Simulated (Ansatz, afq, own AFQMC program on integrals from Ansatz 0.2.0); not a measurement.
## BN, triplet → BN⁺, quartet, worked out

```xyz
2

B     0.0000    0.0000    0.0000
N     0.0000    0.0000    1.3155
```

Both states at this geometry.

Basis cc-pVDZ. Noble-gas cores (and the filled d shells of Ga–Kr and In–Xe) are frozen. Ansatz 0.2.0 and our own AFQMC program on the same integrals; the CISD trial comes from CCSD amplitudes, and released means the phaseless constraint is let go. ± is one standard error of the sampling.

Total energies in eV. CBS is CCSD(T) at the limit of def2-TZVPP/QZVPP (extrapolated itself); the highest rung of each member is named.

Cautions: BN (triplet): lower spins were not checked, raised T1 diagnostic (T1 0.045, weight of the determinant 0.88, largest double 0.10), the released energies are still falling, so no released level is given (meV from the phaseless value at times in 1/Eh: -10 ± 5 at 0.24, -19 ± 5 at 0.51, -22 ± 3 at 0.99, -35 ± 4 at 1.62, -39 ± 5 at 2.40), though the last usable value meets full CI within the noise, its ph-AFQMC/CISD value lies 36 ± 4 meV above full CI; BN⁺ (quartet): the released energies have errors that jump between times, so the bars are unsure, so no released level is given (meV from the phaseless value at times in 1/Eh: -7.1 ± 2.5 at 0.24, -8.6 ± 2.0 at 0.51, -42 ± 30 at 0.99, -18 ± 5 at 1.62, -17 ± 4 at 2.40), though the last usable value meets full CI within the noise, its ph-AFQMC/CISD value lies 15.4 ± 2.2 meV above full CI.

```csv
member,count,CCSD(T)/cc-pVDZ,highest rung in cc-pVDZ,which,CCSD(T)/CBS
"BN⁺, quartet",+1,-2143.9790,-2144.0140,FCI,-2146.1182
"BN, triplet",-1,-2155.2605,-2155.3261,FCI,-2157.8099
```

**Question.** Work out the best estimate of the vertical ionization energy: the CCSD(T)/CBS difference plus the step from CCSD(T) to the highest rung.

**Answer.** Sums with the counts: CCSD(T)/CBS 11.6917 eV, highest rung 11.3121 eV, CCSD(T)/cc-pVDZ 11.2815 eV. The step is 11.3121 − 11.2815 = 0.0306 eV, so the best estimate is 11.6917 + (0.0306) = 11.7223 eV = 1131.0 kJ/mol. The basis set is worth 0.410 eV of it. Zero-point, core-correlation and spin–orbit terms aren't in it.

Best estimates are given only where the step beyond CCSD(T) is under 0.3 eV and no member's determinant is very poor (T1 over 0.05, or 0.07 for open shells, ⟨S²⟩ too high by 0.3, two states mixed), so the hardest cases are missing from such tables.

Each member of a difference takes its own highest rung, so a best estimate needn't equal the limit plus the step of one row.
